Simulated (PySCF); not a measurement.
carbonyl sulfide anion (COS), SMILES O=C=S (connectivity only; charge and spin as stated), charge -1, multiplicity 2.

Geometry: PBE0-D3(BJ)/def2-TZVPD. The spin state was assumed, not searched.

The numbers are results of PySCF with PBE0-D3(BJ)/def2-TZVPD, not measurements.

Frequencies are harmonic and unscaled.

| mode | ν (cm⁻¹) | IR (km/mol) | moving atoms (share of kinetic energy) |
|---|---|---|---|
| 1 | 493 | 2.6 | O 43 %, C 34 %, S 23 % |
| 2 | 738 | 88.6 | C 60 %, S 29 %, O 10 % |
| 3 | 1722 | 772.4 | C 59 %, O 41 % |
